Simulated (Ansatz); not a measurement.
Run this with Ansatz 0.2.0, Python API and show what comes out.

The script, `conformers_c6h8.py`:
```python
"""Conformer energies of C6H8."""

import ansatz as az
from rdkit import Chem
from rdkit.Chem import AllChem


def main() -> None:
    rd = Chem.AddHs(Chem.MolFromSmiles("C=CC1CC1=C"))
    ids = list(AllChem.EmbedMultipleConfs(rd, numConfs=20, randomSeed=501, pruneRmsThresh=0.4))
    field = [energy for _, energy in AllChem.MMFFOptimizeMoleculeConfs(rd)]
    distinct = {round(e, 2): i for i, e in zip(ids, field)}
    chosen = sorted(distinct.items())[:4]
    found = []
    for force_field, index in chosen:
        geometry = az.Crystal.molecule()
        for atom, xyz in zip(rd.GetAtoms(), rd.GetConformer(index).GetPositions()):
            geometry = geometry.atom(atom.GetSymbol(), xyz.round(5).tolist())
        base = (
            geometry.calculation()
            .basis(gaussian="6-31G*")
            .correlation("mp2")
        )
        found.append(base.run(threads=1).report["free_energy_ev"])
    print("conformer   MMFF (kcal/mol)   this level (kJ/mol)")
    for (force_field, index), e in zip(chosen, found):
        print(f"{index:9d} {force_field - chosen[0][0]:17.2f} {96.485332 * (e - min(found)):17.3f}")


if __name__ == "__main__":
    main()
```

```console
$ python conformers_c6h8.py
conformer   MMFF (kcal/mol)   this level (kJ/mol)
        2              0.00             0.000
        5              0.57             2.015
```

The conformers keep their force-field geometries. Timing: 4.6 s on 1 thread of AMD EPYC 7R43 64-Core Processor (Zen 3) (shared host), peak memory 0.33 GiB.
